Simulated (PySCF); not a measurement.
Gas-phase reaction: (CH3)3SiH → vinylsilane + CH4

Computed with PySCF and rigid-rotor harmonic-oscillator thermochemistry at 1 bar. † marks an energy on the PBE0/def2-TZVP geometry and frequencies; other levels use their own. MP2 freezes the core. All species are closed-shell singlets. MP2 isn't extrapolated to the basis-set limit.

PBE/def2-SVP gives ΔH°(298 K) = 166 kJ.

**Question.** What do ωB97X-V/def2-TZVP†, MP2/def2-SVP†, HF/def2-TZVP† give?

**Answer.** ωB97X-V/def2-TZVP†: 178 kJ; MP2/def2-SVP†: 164 kJ; HF/def2-TZVP†: 134 kJ. For scale, ΔH°(298 K) is 166 kJ at this level, 176 kJ at ωB97M-V/def2-TZVP†, and runs from 74 to 207 kJ over the 18 levels computed († marks an energy on the PBE0/def2-TZVP geometry).
